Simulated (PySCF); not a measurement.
# silyl radical: removing and adding an electron

Molecule: silyl radical, `[SiH3]` (SiH3•, doublet). Coordinates in Å; atoms count from 1 in this order:
```
Si    0.0000    0.0035    0.3232
H    -0.5614    1.3090   -0.1369
H     1.4232   -0.1588   -0.1003
H    -0.8407   -1.1440   -0.1324
```

Energies: ωB97X-D3(BJ)/ma-def2-TZVP (PySCF, density fitting, integration grid level 2) on PBE0-D3(BJ)/ma-def2-SVP structures. Zero-point and thermal terms (298.15 K, 1 bar) come from unscaled PBE0-D3(BJ)/ma-def2-SVP harmonic frequencies, with soft modes damped to free rotors in the entropy.

Frontier levels of the parent: HOMO -8.58 eV, LUMO -0.88 eV.

Oxidation to the singlet cation:
- Vertical ionisation energy (electronic): 8.82 eV
- Adiabatic ionisation energy (with zero-point energy): 8.11 eV
- Adiabatic, electronic part: 8.09 eV
- Vertical gap at the product's structure: 7.83 eV
- Inner reorganisation energy (four-point): 988 meV
- Relaxation of product / of parent: 735 / 253 meV
- Largest changes of atomic charge: Si1 0.73, H (on Si1) 0.09, H (on Si1) 0.09, H (on Si1) 0.09
- Distances that move most (Å): Si1–H 1.494 → 1.479; Si1–H 1.494 → 1.479; Si1–H 1.494 → 1.479
- Potential in water: 5.30 V absolute, 0.79 V against Fc+/Fc computed at 4.52 V (solvation -1 → -275 kJ/mol)

Vertical ionisation energy to the triplet cation: 12.85 eV. This state was not relaxed.

Vertical electron affinity to the singlet anion: 0.90 eV. This state was not relaxed.

Vertical electron affinity to the triplet anion: -1.33 eV. The extra electron is not bound at this structure, the number hangs on the basis, and the ion was not relaxed.

Solvents are IEF-PCM continua (electrostatics only, gas-phase structures); absolute potentials refer to an electron at rest in vacuum. Fc+/Fc in water, 4.52 V, is ωB97X-D3(BJ)/ma-def2-TZVP on PBE0-D3(BJ)/def2-SVP structures with GFN2-xTB thermal terms. Benchmark calculations put it near 5.0 V in acetonitrile and DMSO, so it is about 0.5 V low, and the value against it can read up to that much too high.

Measured values (NIST Chemistry WebBook, evaluated or the median of agreeing entries): vertical ionisation energy 8.74 eV (computed 8.82, difference 0.08); adiabatic ionisation energy 8.13 eV (computed 8.11, difference -0.02).

Hardware: 1 thread of Arm Neoverse V2, shared with other jobs. Command: `OMP_NUM_THREADS=1 python redox_run.py task.json out`. Structures, frequencies and single points: 20 s.

Differences come from unrounded values, so a last digit can differ from that of the printed terms.
